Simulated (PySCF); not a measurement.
**SiN⁻ from Hartree–Fock to correlated methods**

State: ¹Σ⁺ (singlet), closed shell. Set-up: Si aug-pcseg-1, N aug-pcseg-1; no relativity (PySCF 2.14). De refers to Si⁻ + N in their high-spin ground configurations, without counterpoise correction. A positive dipole points towards N; it is taken about the centre of mass and depends on that origin.

```tsv
Level	Re (Å)	ωe (cm⁻¹)	De (eV)	μ (D)
RHF	1.560	1319	n/a	-3.24
RHF-MP2	1.644	975	6.15	n/a
RHF-SCS-MP2	1.636	1009	n/a	n/a
RHF-CCSD	1.605	1149	5.07	n/a
RHF-CCSD(T)	1.619	1092	5.50	n/a
PBE	1.612	1115	6.39	-2.33
BLYP	1.614	1101	6.50	-2.44
r²SCAN	1.597	1165	5.75	-2.41
PBE0	1.590	1190	5.69	-2.63
BHandHLYP	1.573	1247	n/a	-3.00
LC-ωPBE	1.572	1260	5.55	-2.97
B2PLYP	1.615	1082	6.20	-3.07
```

The bond length runs from 1.560 Å (RHF) to 1.644 Å (RHF-MP2). De spans 5.07 eV (RHF-CCSD, coupled cluster) to 6.50 eV (BLYP, GGA).

Correlated steps freeze 6 core orbitals. Correlated levels converge slowly with the basis: in double zeta they bind strong bonds too weakly, by up to about 1 eV, and carry superposition errors of some tenths. For an ion De counts to the pair picked by the measured ionisation energies or electron affinities, which need not be the lowest pair at this level. Where the molecule has an RHF reference, its open-shell atoms are computed with UHF. The highest Kohn–Sham level is positive in this anion. Much of that is self-interaction error, but it also means that the finite basis helps to hold the extra electron. B2PLYP dipoles, levels and charges come from its SCF part alone. The CCSD T1 diagnostic is raised, a sign that a single reference may not be enough here.

The whole job (state search and all levels along the bond) took about 1.6 min on 1 thread of Oxide Virtual Turin-like (shared host), peak memory 0.62 GiB.
